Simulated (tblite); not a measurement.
FH₃P (charge +1).
SMILES: `F[PH3+]`

Method: GFN2-xTB as coded in tblite; computed harmonic values from a numerical Hessian at the method's own geometry, unscaled. The method is semi-empirical: single wavenumbers can be off by several per cent or more. Modes of hydrogen on phosphorus can be 10 to 20 % off.

Harmonic wavenumbers (cm⁻¹): 749.7, 749.9, 863.9, 876.9, 877.1, 905.5, 2279.5, 2393.5, 2394.2.

A = 91891, B = 15027, C = 15026 MHz; mass 52.996 u (most abundant isotopes); point group C3v, symmetry number 3.

Zero-point energy?

Half the sum of the wavenumbers: 6045 cm⁻¹ = 72.32 kJ/mol.

Entropy at 350 K, 1 bar (ideal gas, RRHO, classical rotation)?

Translation 161.70, rotation 77.70, vibration 7.48: S = 246.9 J/(mol K).

And Cp and H(350 K) − H(0)?

Cp = 53.68 J/(mol K), of which vibrations give 20.43 (their classical limit is 9 R = 74.8); H(350 K) − H(0) = 13.67 kJ/mol without the zero-point energy, 2.03 from vibrations.

How do the functions run with temperature in this model?

| T (K) | S (J/(mol K)) | Cp (J/(mol K)) | H − H(0) (kJ/mol) | G − H(0) (kJ/mol) | ln q(vib) |
| --- | --- | --- | --- | --- | --- |
| 100 | 197.7 | 33.3 | 3.33 | -16.45 | 0.00 |
| 200 | 221.7 | 37.9 | 6.81 | -37.53 | 0.02 |
| 300 | 239.0 | 48.5 | 11.11 | -60.59 | 0.11 |
| 500 | 268.2 | 66.0 | 22.70 | -111.42 | 0.58 |
| 800 | 302.9 | 81.3 | 45.02 | -197.32 | 1.56 |
| 1000 | 321.8 | 87.9 | 61.98 | -259.83 | 2.26 |

q(vib) and H(0) count from the zero-point level.

Which modes carry the vibrational entropy at 350 K?

749.7 cm⁻¹: 1.62; 749.9 cm⁻¹: 1.62; 863.9 cm⁻¹: 1.11; 876.9 cm⁻¹: 1.07; 877.1 cm⁻¹: 1.07; 905.5 cm⁻¹: 0.97 J/(mol K); the other 3 give 0.02 together.

What must be added to the electronic energy to get the Gibbs energy at 350 K and 1 bar?

ZPE + [H(350 K) − H(0)] − T·S = 72.32 + 13.67 − 86.41 = -0.42 kJ/mol.
